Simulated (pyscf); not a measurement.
`[OH][BH][OH]` + `[FH]` → `[OH2]` + `[OH][BH][F]`, a four-centre exchange (singlet surface; B–O, F–H broken, H–O, B–F formed). Optimised with ωB97X-D3(BJ)/def2-SVP in PySCF. MP2 and CC: frozen core, UHF for open shells. ΔMP2 is the change of the MP2 total energy from the triple- to the quadruple-zeta basis. Energies in kJ/mol from the separated reactants.

Small-basis levels: PySCF, no dispersion term, spherical d functions. GFN2-xTB: tblite. Cost: rough CPU time at the saddle relative to B3LYP/6-31G*, from one job on a shared machine.

```tsv
level	barrier	reaction energy	cost
HF/STO-3G	29.1	-39.2	0.05
BP86/6-31G*	18.0	-38.3	1
B3LYP/6-31G*	36.2	-40.6	1
M06-2X/6-31G*	33.1	-32.8	3
B3LYP/6-311+G**	?	-9.7	2
B3LYP/def2-SVP	43.8	-21.5	1
GFN2-xTB	?	-42.1	under 0.02
CCSD(T)/def2-TZVPP + ΔMP2(QZVPP)	?	-14.4	–
```

Question: Complete the blanks.

Answer: 
- B3LYP/6-311+G**, barrier: 92.2
- GFN2-xTB, barrier: 63.5
- CCSD(T)/def2-TZVPP + ΔMP2(QZVPP), barrier: 83.8

Against the last row the barrier runs from -65.9 (BP86/6-31G*) to +8.4 kJ/mol (B3LYP/6-311+G**); B3LYP/6-311+G** happens to lie closest here (8.4 kJ/mol apart). CCSD(T)/def2-TZVPP + ΔMP2(QZVPP) has limits of its own. On the reactant side the descent ends in a bound adduct, 40.1 kJ/mol under the separated species and 113.3 kJ/mol under the saddle at ωB97X-D3(BJ)/def2-TZVP. The products may also form a dative adduct at HO–BH–F; it and routes through it were not searched. At ωB97X-D3(BJ) the barrier from the zero used here is 73.2 kJ/mol. This is the saddle that the search found; another between the same sides may lie lower. The CCSD(T) − MP2 part came from Ansatz, without density fitting, on the same reference.
